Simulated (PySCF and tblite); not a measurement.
The numbers below are computed, except where a source is named.
C5H8O, numbered as in [CH2:1]=[CH:2][C:3](=[O:4])[CH2:5][CH3:6].

Conformers came from 90 starts (ETKDG and KDG, MMFF94s, GFN2-xTB); geometries are GFN2-xTB. Energies: B3LYP-D3(BJ)/def2-TZVP (IEF-PCM, chloroform), with GFN2-xTB thermal terms (modes under about 100 cm⁻¹ blended into free rotors). Symmetry numbers and mirror images are counted. Conformers within 3 kcal/mol (GFN2-xTB free energy) were kept, 5 at most. GIAO shieldings: wB97X-D/pcSseg-1 (IEF-PCM, chloroform). Shifts are against TMS (¹H), TMS (¹³C) at the same level. Programs: PySCF with density fitting and tblite.

Torsions listed: C1–C2–C3–O4, O4–C3–C5–C6. Of a mirror pair one member is shown.

```csv
conformer,shape,symmetry,E(GFN2) kcal/mol,E(DFT) kcal/mol
1,"180°, 0°",Cs,0.85,0.00
2,"0°, 0°",Cs,0.00,0.23
3,"-165°, -107°",C1 (pair),1.21,0.92
```

Q: How much do the weights at 298.15 K and the averaged shift of C5 depend on how the conformers are weighted?

A: 
| weighting | 1 (%) | 2 (%) | 3 (%) | δ (ppm) | rms dipole (D) |
| --- | --- | --- | --- | --- | --- |
| DFT energy with thermal terms, symmetry and mirror images (full scheme) | 47 | 41 | 12 | 38.0 | 3.81 |
| DFT energy with symmetry and mirror images | 48 | 32 | 20 | 37.6 | 3.88 |
| bare DFT energy | 53 | 36 | 11 | 37.6 | 3.84 |
| GFN2-xTB energy with symmetry and mirror images | 16 | 67 | 17 | 40.2 | 3.66 |
| GFN2-xTB free energy | 14 | 77 | 9 | 40.8 | 3.58 |
| leading conformer alone | 100 | 0 | 0 | 34.4 | 4.04 |
| equal weights | 33 | 33 | 33 | 38.1 | 3.89 |
| full scheme, search stopped after three starts | 0 | 100 | 0 | 42.3 | 3.41 |

The largest departure from the full scheme, 4.3 ppm, comes with: full scheme, search stopped after three starts.
